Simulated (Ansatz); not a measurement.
# AlH3O (triplet): from Hartree-Fock to the top rungs at distance Al1–H4 along a hydrogen transfer = 2.225 Å, cc-pVDZ

How much of the correlation energy of AlH3O (triplet) does each wave-function method recover here?

The runs use Ansatz 0.2.0, Gaussian basis; cc-pVDZ, core rule «outside noble gas», up to 6 orbitals frozen.

Plan: UHF; CCSD(T) on ROHF; CCSD(T) on UHF; BCCD(T) on ROHF; CISD; CCSDT(Q) on ROHF; CCSDT(Q) on UHF; CASSCF and MRCISD+Q, 4 electrons in 4 orbitals; CASSCF and NEVPT2, 4 electrons in 4 orbitals.

13 further runs of the same task are left out: 9 for a known fault of the program, 4 that didn't finish.

### 1 The system

The geometry derives from fragments relaxed apart (PBE0/def2-TZVP) and kept rigid, so it is no stationary point. A hydrogen atom is moved between rigid fragments.

5 atoms, charge 0, spin multiplicity 3.

Atoms are counted from 1 here; the program's logs count them from 0.

Bond lengths: Al1–H2 1.586 Å, Al1–H3 1.586 Å, H4–O5 1.096 Å. Angles: H2–Al1–H3 120.0°.

### 2 UHF

File in.yaml:

```yaml
crystal:
  periodic: [false, false, false]
  atoms:
    - {symbol: Al, position_ang: [-1.168971, 0.000000, 0.000000]}
    - {symbol: H, position_ang: [-1.961895, 1.373384, 0.000000]}
    - {symbol: H, position_ang: [-1.961895, -1.373384, 0.000000]}
    - {symbol: H, position_ang: [1.056029, 0.000000, 0.000000]}
    - {symbol: O, position_ang: [2.152029, 0.000000, 0.000000]}
basis:
  gaussian: {orbitals: cc-pVDZ}
magnetization: {spin_polarized: true, initial_magnetization: 2}
hamiltonian: {xc: hf}
output: {orbitals: {seedname: orbitals}}
```

Run with:

```console
$ ansatz run in.yaml --threads 1 --pin off --events-out ev --progress --plain --max-ram 2393MiB
```

The runs that follow: CCSD(T) on ROHF; CCSD(T) on UHF; BCCD(T) on ROHF; CISD; CCSDT(Q) on ROHF; CCSDT(Q) on UHF; CASSCF and MRCISD+Q, 4 electrons in 4 orbitals; CASSCF and NEVPT2, 4 electrons in 4 orbitals.

**Question.** What will the summary of the whole plan be? Wanted: UCCSDT(Q) below the RHF energy; RMP2 from UCCSDT(Q); UMP2 from UCCSDT(Q); RCCSD from UCCSDT(Q); RCCSD(T) from UCCSDT(Q); UCCSD(T) from UCCSDT(Q); RCCSDT(Q) from UCCSDT(Q); NEVPT2 pair from UCCSDT(Q); MRCISD+Q pair from UCCSDT(Q).

**Answer**, as computed:

```
                         quantity                                                   value
   UCCSDT(Q) below the RHF energy                                              -7.0311 eV
              RMP2 from UCCSDT(Q)                                             +1064.6 meV
              UMP2 from UCCSDT(Q)                                             +1078.0 meV
             RCCSD from UCCSDT(Q)                                              +131.5 meV
          RCCSD(T) from UCCSDT(Q)                                               +31.3 meV
          UCCSD(T) from UCCSDT(Q)                                               +30.4 meV
         RCCSDT(Q) from UCCSDT(Q)                                                +1.1 meV
       NEVPT2 pair from UCCSDT(Q)                                              +994.9 meV
     MRCISD+Q pair from UCCSDT(Q)                                               +49.0 meV
levels within 1 kcal/mol (43 meV)  RCCSD(T), UCCSD(T), BCCD(T), RCCSDT, UCCSDT, RCCSDT(Q)
                    T1 diagnostic                                                   0.020
```

RCCSD(T) misses by +31.3 meV, 0.4 % of the correlation energy. Of the multireference levels listed MRCISD+Q pair comes nearest in total energy (+49.0 meV), which doesn't show that its space is the better one. These misses are within one basis, not against nature; the frozen cores of restricted and unrestricted runs differ, which can shift their rows.
